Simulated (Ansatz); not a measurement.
This geometry of H4N2Si (7 atoms, charge 0, multiplicity 1) is a first-order saddle point.

The calculation used RKS B3LYP-D4/def2-SVP in Ansatz 0.2.0.

```xyz
7
Properties=species:S:1:pos:R:3
N -1.362 -0.093 0.002
Si 0.001 -0.543 -0.945
N 1.259 0.151 0.137
H -2.325 -0.295 -0.251
H -1.268 0.412 0.884
H 1.832 0.854 -0.337
H 1.925 -0.554 0.465
```

Q: Which two structures does it join? (They come from a converged band through this point; their orientation in space is the band's.)

A: No bond is made or broken. The dihedral N1–Si2–N3–H7 goes from 180 to 0°. The two ends are copies of one structure, up to a mirror image or an exchange of like atoms.

Image 0:

```xyz
7
Properties=species:S:1:pos:R:3
N -1.230 0.320 -0.358
Si -0.183 -1.060 -0.432
N 1.236 -0.403 0.319
H -2.174 0.271 -0.728
H -1.030 1.240 0.031
H 1.375 0.537 0.684
H 2.067 -0.974 0.438
```

Image 8:

```xyz
7
Properties=species:S:1:pos:R:3
N -1.232 0.318 -0.352
Si -0.179 -1.057 -0.441
N 1.238 -0.400 0.312
H -2.177 0.267 -0.719
H -1.034 1.236 0.042
H 2.073 -0.968 0.423
H 1.372 0.537 0.688
```

Q: How far does it lie above each of them?

A: 50.6 kJ/mol above the first and 50.6 kJ/mol above the second. This is the barrier of this one path; another mechanism may lie lower.

Run time: 83 s on 1 thread of Arm Neoverse V2 (shared host), peak memory 0.12 GiB.
